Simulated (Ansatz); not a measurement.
hcp Nb (model structure)

Computed with r²SCAN-D4 (Ansatz, an electronic-structure program, plane waves, PAW).

Run with plane-wave cutoff 500 eV, 30×30×16 k mesh (along the axes of the cell as run), Fermi–Dirac smearing 0.1 eV, no spin polarisation, scalar-relativistic PAW data made under PBE.

Cell (relaxed at this level):

```xyz
2
Lattice="1.4275 -2.4726 0.0000 1.4275 2.4726 0.0000 0.0000 0.0000 5.2378" Properties=species:S:1:pos:R:3 pbc="T T T"
Nb     1.4275     0.8242     1.3094
Nb     1.4275    -0.8242     3.9283
```

| Property | Result |
|---|---|
| band gap | none |

Note: the relaxation could raise the start's symmetry but not lower it, so the cell can be a saddle point.

Spin–orbit coupling is not included.

Static lattice: no zero-point or thermal effects.

A model structure was made by putting elements into a prototype or built by hand; it is no filed structure, need not be a known phase, and can be a saddle point held by its symmetry.
